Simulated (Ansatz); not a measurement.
# BH2O (SMILES [BH]O): UCCSDT(Q)/STO-3G

Aim: the energy change on altering one bond length of BH2O at UCCSDT(Q)/STO-3G, from 2 runs. 

Program for the calculation: Ansatz 0.2.0.

58 further runs of the same task are left out: 58 set aside as unsound or not needed.

## Step 1: The system as given

The species is BH2O (4 atoms), meant as a doublet with charge 0. SMILES: `[BH]O`. The coordinates come from a PBE0-D4/def2-TZVP relaxation.

Bond lengths: B1–O2 1.333 Å, B1–H3 1.201 Å, O2–H4 0.961 Å. Angles: B1–O2–H4 114.6°, O2–B1–H3 121.0°.

## Step 2: The energy at UCCSDT(Q)/STO-3G

Input file input.yaml:

```yaml
crystal:
  periodic: [false, false, false]
  atoms:
    - {symbol: B, position_ang: [-0.006100, -0.485500, 0.388300]}
    - {symbol: O, position_ang: [0.119700, 0.544500, -0.448600]}
    - {symbol: H, position_ang: [-1.064200, -1.032400, 0.540300]}
    - {symbol: H, position_ang: [1.006100, 0.913200, -0.500300]}
basis:
  gaussian: {orbitals: STO-3G}
magnetization: {spin_polarized: true, initial_magnetization: 1}
correlation: {method: ccsdt_q, frozen_orbitals: {B: 1, H: 0, O: 1}}
accuracy: high
scf: {omitted_lower_state_checks: [cluster_reference, increment]}
```

Run with:

```bash
$ ansatz run input.yaml --threads 1 --pin off --max-ram 2610MiB --events-out events.jsonl --progress --plain --runs-dir runs
```

The log of the run, cut to the lines that bear on the results:

```text
Warning: RAYON_NUM_THREADS=1 ignored (pool sized by the plan → 1); use --threads N
Functional definition: HF
  name "HF"
[...]
187 factors; integrals over basis functions are off by at most 2.2e-8 eV
[...]
mean field -2702.78526141 eV, -99.3255263430 hartree, gradient 2.7e-8 eV, S^2 0.754391; 0 other end points of the search recorded, 0 dependent functions left out
2 core orbitals not correlated: weight in the atoms' cores, before any rotation towards them, 1.000 or more for the frozen orbitals, at most 0.000 for the correlated occupied ones
reference -2702.78526141 eV, -99.3255263430 hartree; 6, 5 occupied and 4, 5 virtual orbitals, 187 factors
second order -1.93963843 eV of doubles, -0.00000000 eV of singles
cycle   1  -2.19451553 eV  change   -2.5e-1 eV  update   8.4e-2
[...]
cycle  25  -2.58358573 eV  change  -6.2e-10 eV  update  8.9e-10
perturbative correction 0.00498780 eV, 0.0001832983 hartree
Total energy: -2705.36385934 eV, -99.4202880693 hartree
Checks for a lower state left out: cluster_reference, increment
```

Run time: 0.4 s. Hardware: 1 thread of Arm Neoverse V2, shared host.

## Step 3: The distorted shape at the same level

Input file input.yaml:

```yaml
basis:
  gaussian: {orbitals: STO-3G}
crystal:
  periodic: [false, false, false]
  atoms:
    - symbol: B
      position_ang: [0.258402, -0.348787, 0.350303]
    - symbol: O
      position_ang: [0.384202, 0.681213, -0.486597]
    - symbol: H
      position_ang: [-1.064200, -1.032400, 0.540300]
    - symbol: H
      position_ang: [1.270602, 1.049913, -0.538297]
magnetization: {spin_polarized: true, initial_magnetization: 1}
correlation: {method: ccsdt_q, frozen_orbitals: {B: 1, H: 0, O: 1}}
accuracy: high
scf: {omitted_lower_state_checks: [cluster_reference, increment]}
```

Run with:

```bash
$ ansatz run input.yaml --threads 1 --pin off --max-ram 2610MiB --events-out events.jsonl --progress --plain --runs-dir runs
```

The log of the run, cut to the lines that bear on the results:

```text
Warning: RAYON_NUM_THREADS=1 ignored (pool sized by the plan → 1); use --threads N
[... 2 set-up lines as earlier in the session ...]
[...]
187 factors; integrals over basis functions are off by at most 2.7e-8 eV
[...]
mean field -2701.53916617 eV, -99.2797331876 hartree, gradient 2.6e-8 eV, S^2 0.756039; 0 other end points of the search recorded, 0 dependent functions left out
2 core orbitals not correlated: weight in the atoms' cores, before any rotation towards them, 1.000 or more for the frozen orbitals, at most 0.000 for the correlated occupied ones
reference -2701.53916617 eV, -99.2797331876 hartree; 6, 5 occupied and 4, 5 virtual orbitals, 187 factors
second order -2.11172112 eV of doubles, -0.00000000 eV of singles
cycle   1  -2.43671066 eV  change   -3.2e-1 eV  update   9.1e-2
[...]
cycle  27  -2.90739227 eV  change    1.0e-9 eV  update   1.3e-9
perturbative correction 0.00517319 eV, 0.0001901111 hartree
Total energy: -2704.44138525 eV, -99.3863877718 hartree
Checks for a lower state left out: cluster_reference, increment
```

Run time: 0.4 s. Hardware: 1 thread of Arm Neoverse V2, shared host.

## Step 4: Results

At UCCSDT(Q)/STO-3G, 2 core orbitals frozen:

| quantity | value |
| --- | --- |
| first shape: total energy | -99.42029 Eh |
| first shape: correlation energy (2 core orbitals frozen) | -94.8 mEh |
| first shape: ⟨S²⟩ of the reference determinant | 0.754 |
| first shape: T1 diagnostic | 0.021 |
| distorted shape: total energy | -99.38639 Eh |
| distorted shape: correlation energy (2 core orbitals frozen) | -106.7 mEh |
| distorted shape: ⟨S²⟩ of the reference determinant | 0.756 |
| distorted shape: T1 diagnostic | 0.021 |
| energy change with the B1–H3 bond stretched from 1.201 to 1.501 Å | 0.922 eV |

With the B1–H3 bond stretched from 1.201 to 1.501 Å the energy rises by 0.92 eV (89.0 kJ/mol). The first shape isn't relaxed at this level, so the change isn't measured from a minimum. The minimal basis adds a large error of its own.
